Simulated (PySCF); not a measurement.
# 1,3-propanedithiol (SMILES SCCCS)

Geometry (Å), atoms numbered from 1 in this order:
```xyz
13

S    -2.5742    1.0456    0.3973
C    -0.8347    0.7359    0.7897
C    -0.2901   -0.5494    0.1981
C     1.1681   -0.7997    0.5476
S     2.3354    0.4159   -0.1244
H    -2.4045    1.2588   -0.9174
H    -0.8046    0.6940    1.8821
H    -0.2323    1.5922    0.4851
H    -0.4054   -0.5302   -0.8905
H    -0.8897   -1.3926    0.5566
H     1.4769   -1.7968    0.2305
H     1.3184   -0.7501    1.6297
H     2.1454    0.1121   -1.4185
```

Method used: PySCF, TDDFT CAM-B3LYP/def2-TZVPD excited states, vertical, gas phase. Geometry: PBE0-D3(BJ)/def2-TZVP.

How strongly do the lowest singlets absorb one photon, and two photons of half the energy?

δ for parallel linear polarisation; σ at the peak of a Lorentzian of half width 0.1 eV, single beam; Ω is circular over linear.
```csv
state,E (eV),f,photon λ (nm),δ (au),σ (GM),Ω,main
S1,5.33,0.009,466,1.64,0.02,1.47,HOMO→LUMO 0.46
S2,5.42,0.004,458,1.93,0.02,1.49,"HOMO−1→LUMO 0.30, HOMO→LUMO+3 0.11"
S3,6.04,0.036,411,76.4,1.02,1.45,"HOMO→LUMO+1 0.51, HOMO−1→LUMO+2 0.11"
S4,6.09,0.018,407,64.1,0.87,1.31,"HOMO→LUMO+2 0.33, HOMO−1→LUMO+1 0.20"
S5,6.62,0.026,375,87.8,1.41,1.48,"HOMO→LUMO+3 0.35, HOMO→LUMO+4 0.22"
S6,6.82,0.004,364,215,3.67,0.32,"HOMO→LUMO+3 0.31, HOMO→LUMO+5 0.28"
```

Among these, the strongest one-photon state is S3, the strongest two-photon state S6, with a dipole change of 4.6 D (relaxed, norm of the difference vector).
